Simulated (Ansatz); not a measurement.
[H···H···Cl], doublet along the distance H1-H2

Starting geometry:

```xyz
3

H     0.0000    0.0000   -1.1410
H     0.0000    0.0000   -0.3960
Cl    0.0000    0.0000    1.5370
```

From there H2 is moved from one fragment to the other while all else, the fragments' distance too, stays fixed, so the hump isn't the reaction's barrier; atoms are numbered as listed. Energies are in kcal/mol, counted from the starting geometry at the same level. Kohn–Sham curves are unrestricted where that lies lower.

Basis cc-pVDZ; Ansatz 0.2.0. Correlated methods freeze the noble-gas cores.

In so small a basis the reference is far from its limit while semilocal and hybrid functionals are nearer theirs (RPA and double hybrids share much of the reference's basis error), so the functionals' errors here hold much of the reference's basis and frozen-core error, which can add to them or hide them.

Full CI is exact within this basis and frozen core; it isn't the basis-set limit.

| distance H1-H2 (Å) | full CI | PBE | BLYP | r2SCAN | PBE0 | B3LYP | wB97M-V | B2PLYP | RPA-PBE |
| --- | --- | --- | --- | --- | --- | --- | --- | --- | --- |
| 0.693 | 1.8 | 3.4 | 3.1 | 2.8 | 2.7 | 2.7 | 2.3 | 2.1 | 1.8 |
| 0.745 | 0.0 | 0.0 | 0.0 | 0.0 | 0.0 | 0.0 | 0.0 | 0.0 | 0.0 |
| 0.828 | 1.4 | -1.4 | -0.9 | -0.5 | -0.3 | -0.1 | 0.4 | 0.7 | 1.3 |
| 0.912 | 5.3 | -0.3 | 0.7 | 1.2 | 1.8 | 2.2 | 3.3 | 3.9 | 5.1 |
| 0.995 | 9.0 | 1.3 | 2.8 | 3.0 | 4.1 | 4.9 | 6.2 | 6.9 | 9.1 |
| 1.078 | 10.6 | 2.2 | 4.2 | 3.6 | 5.0 | 6.4 | 7.5 | 8.3 | 11.6 |
| 1.161 | 9.6 | 1.7 | 4.5 | 2.6 | 4.2 | 6.3 | 6.7 | 7.5 | 11.7 |
| 1.245 | 6.8 | 0.5 | 3.9 | 0.8 | 2.1 | 5.1 | 4.5 | 5.3 | 9.9 |
| 1.328 | 4.2 | -0.2 | 3.8 | -0.3 | 0.4 | 4.1 | 2.6 | 3.3 | 8.0 |

Problem. Judged by the spread of the error over the points with a reference (largest less smallest), which of these follows full CI best and which worst?

Solution. Subtracting the full CI column from each: best B2PLYP (errors from -2.3 to 0.3, spread 2.7 kcal/mol), worst PBE (from -8.5 to 1.6, spread 10.1 kcal/mol). Functionals and wave-function methods converge differently with the basis, so part of this is basis effect.
